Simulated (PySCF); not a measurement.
## Cl2, singlet: reading a ladder of total energies

Geometry: MP2(full)/6-31G*, from the G2/97 set.

| atom | x (Å) | y (Å) | z (Å) |
| --- | --- | --- | --- |
| Cl | 0.0000 | 0.0000 | 0.0000 |
| Cl | 0.0000 | 0.0000 | 2.0151 |

Basis STO-3G; PySCF 2.14.0. Correlated methods freeze the noble-gas cores, which leaves 14 electrons in 8 orbitals. R marks a restricted (for open shells ROHF) determinant.

Full CI is exact within this basis and frozen core; it isn't the basis-set limit.

```
    level  total energy (hartree)
      RHF             -909.113791
     RMP2             -909.133112
    RCCSD             -909.142928
 RCCSD(T)             -909.142928
   RCCSDT             -909.142928
RCCSDT(Q)             -909.142928
  full CI             -909.142928
```

Q: What is the correlation energy at full CI, and what share of it do RMP2 and RCCSD recover?

A: E(corr) = -909.142928 − (-909.113791) = -0.029137 hartree = -0.793 eV. RMP2: -0.019321 / -0.029137 = 66.31 %. RCCSD: -0.029137 / -0.029137 = 100.00 %.

Q: By how many kcal/mol does RCCSD(T) miss full CI (1 hartree = 627.509 kcal/mol), and which steps make up the rest?

A: -909.142928 − (-909.142928) = 0.000000 hartree = 0.00 kcal/mol. Steps: RCCSDT − RCCSD(T) = 0.00, RCCSDT(Q) − RCCSDT = 0.00, full CI − RCCSDT(Q) = 0.00 kcal/mol. That is within 1 kcal/mol of the reference in this basis, which itself misses far more of the correlation at the basis-set limit.
